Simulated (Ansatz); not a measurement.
# BHS₂ (singlet): wave-function methods side by side at a displaced geometry (v2), cc-pVDZ

The task here is to estimate one member of a computed series from the others.

Method: cc-pVDZ, core rule «outside noble gas», up to 11 orbitals frozen; program: Ansatz 0.2.0, Gaussian basis.

The runs, in order: UHF; CCSD(T) on RHF; BCCD(T) on RHF; CISD; CCSDT(Q) on RHF.

12 further runs of the same task are left out: 4 that didn't finish, 8 set aside as unsound or not needed. Runs told in other sessions of the task aren't counted.

## What is computed

The geometry is a PBE0/def2-TZVP stationary point (not a proven minimum) with its atoms shifted at random (size 0.100 Å).

4 atoms, charge 0, spin multiplicity 1.

Atoms are counted from 1 here; the program's logs count them from 0.

Bond lengths: S1–B2 1.606 Å, B2–S3 1.769 Å, S3–H4 1.292 Å. Angles: S1–B2–S3 170.9°, B2–S3–H4 92.2°.

The first run:

Contents of in.yaml:

```yaml
crystal:
  periodic: [false, false, false]
  atoms:
    - {symbol: S, position_ang: [0.064576, -0.266352, 2.111802]}
    - {symbol: B, position_ang: [-0.100329, -0.265400, 0.514347]}
    - {symbol: S, position_ang: [-0.023677, -0.375796, -1.249657]}
    - {symbol: H, position_ang: [0.059430, 0.907548, -1.376492]}
basis:
  gaussian: {orbitals: cc-pVDZ}
magnetization: {spin_polarized: true, initial_magnetization: 0}
hamiltonian: {xc: hf}
output: {orbitals: {seedname: orbitals}}
```

Launch:

```sh
ansatz run in.yaml --threads 1 --pin off --events-out ev --progress --plain --max-ram 2393MiB
```

Steps of the session up to this table: UHF; CCSD(T) on RHF; BCCD(T) on RHF; CISD; CCSDT(Q) on RHF.

One table of the session follows, with a row left open; its other results are not shown here.

| method | from RCCSDT(Q) (kJ/mol) |
| --- | --- |
| RHF | +1005.8 |
| RMP2 | +120.7 |
| CISD | +156.9 |
| RCCSD | +45.0 |
| RCCSD(T) | +5.5 |
| BCCD(T) | ? |
| RCCSDT | +2.9 |
| RCCSDT(Q) | 0 |

Estimate the missing values for BCCD(T).

The run gave: from RCCSDT(Q) (kJ/mol): +5.4. In the column «from RCCSDT(Q) (kJ/mol)» it lies between RCCSDT (+2.9) and RCCSD(T) (+5.5).
